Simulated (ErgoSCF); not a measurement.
# BH3F− (SMILES [BH3-]F): HF/6-311++G(d,p)

Aim: the energy difference between two shapes of BH3F− at HF/6-311++G**, from 2 runs. 

The results are computed with ErgoSCF 3.8.

1 further run of the same task is left out (set aside as unsound or not needed).

**1. Starting point**

BH3F− has 5 atoms, charge -1, and is taken as a singlet. As SMILES, `[BH3-]F`. Geometry: relaxed at GFN2-xTB.

Bond lengths: B1–F2 1.447 Å, B1–H3 1.227 Å, B1–H4 1.228 Å, B1–H5 1.228 Å. Angles: F2–B1–H3 108.4°, F2–B1–H4 108.4°, F2–B1–H5 108.4°, H3–B1–H4 110.7°, H3–B1–H5 110.5°, H4–B1–H5 110.5°.

**2. A single-point energy at HF/6-311++G(d,p)**

Contents of molecule.xyz:

```xyz
5

B     -0.035750     0.029280    -0.033890
F      0.855550    -0.717910     0.826970
H     -1.067340     0.264210     0.588100
H     -0.274560    -0.651290    -1.027540
H      0.522090     1.075700    -0.353640
```

Contents of job.ego:

```
set_nthreads(1)
molecule "molecule.xyz"
tmpdir = "."
scf.output_mulliken_pop = 1
charge = -1
basis = "6-311++Gss"
scf.max_number_of_iterations = 80
run "HF"
```

Run with:

```sh
$ ergo < job.ego
```

The program printed:

```text
[...]
INSC SCF_general constructor, number of basis functions: 65
[...]
INSC Energy   1 =        -48.21235066925
[...]
INDE PURIFICATION CONVERGED after 48 iterations
[...]
INDE PURIFICATION CONVERGED after 56 iterations
[...]
INDE PURIFICATION CONVERGED after 35 iterations
[...]
INDE PURIFICATION CONVERGED after 35 iterations
[...]
INDE E(LUMO) - E(HOMO) <=          0.42600442510 =         11.59217100920 eV
[...]
INSC Energy  16 =       -125.93628090747  ( diff     -0.000000000007503 )
[...]
RESC CONVERGED after  16 iterations.
RESC FINAL ENERGY:       -125.93628090747
[...]
INSC SCF: dipole_moment_x [atomic units] =      -0.31995591
INSC SCF: dipole_moment_y [atomic units] =       0.26722450
INSC SCF: dipole_moment_z [atomic units] =      -0.30778439
[...]
```

It took 8.1 s on 1 thread of Arm Neoverse V2, shared host; peak memory 0.26 GiB.

**3. The distorted shape at the same level**

Contents of mol.xyz:

```xyz
5

B      0.086799     0.094598     0.005247
F      0.961804    -0.713679     0.783008
H     -0.904668     0.297385     0.537970
H     -0.325573    -0.778157    -1.039569
H      0.557082     1.011694    -0.323229
```

Contents of run.inp:

```
# single point, BFH3
set_nthreads(1)
scf.max_number_of_iterations = 80
scf.output_mulliken_pop = 1
charge = -1
tmpdir = "."
basis = "6-311++Gss"
molecule "mol.xyz"
run "HF"
```

Run with:

```sh
$ ergo < run.inp
```

The program printed:

```text
[...]
INSC SCF_general constructor, number of basis functions: 65
[...]
INSC Energy   1 =        -48.30251931929
[...]
INDE PURIFICATION CONVERGED after 48 iterations
[...]
INDE PURIFICATION CONVERGED after 53 iterations
[...]
INDE PURIFICATION CONVERGED after 35 iterations
[...]
INDE PURIFICATION CONVERGED after 35 iterations
[...]
INDE E(LUMO) - E(HOMO) <=          0.45633077218 =         12.41739295705 eV
[...]
INSC Energy  16 =       -125.91282935973  ( diff     -0.000000000024158 )
[...]
RESC CONVERGED after  16 iterations.
RESC FINAL ENERGY:       -125.91282935973
[...]
INSC SCF: dipole_moment_x [atomic units] =      -0.34697518
INSC SCF: dipole_moment_y [atomic units] =       0.63004167
INSC SCF: dipole_moment_z [atomic units] =       0.02679824
[...]
```

Wall time 8.1 s (1 thread of Arm Neoverse V2, shared host); peak memory 0.26 GiB.

**4. Outcome**

At HF/6-311++G**:

| quantity | value |
| --- | --- |
| first shape: total energy | -125.93628 Eh |
| distorted shape: total energy | -125.91283 Eh |
| energy change with the atoms displaced | 0.638 eV |

In words: With the atoms displaced the energy rises by 0.64 eV (14.7 kcal/mol). The first shape isn't relaxed at this level, so the change isn't measured from a minimum. Mulliken charges (first shape) run from -0.33 on F2 to +0.11 on B1; in a basis this large or diffuse they mean little. Mulliken charges (distorted shape) run from -0.38 on H4 to +0.12 on B1; in a basis this large or diffuse they mean little.
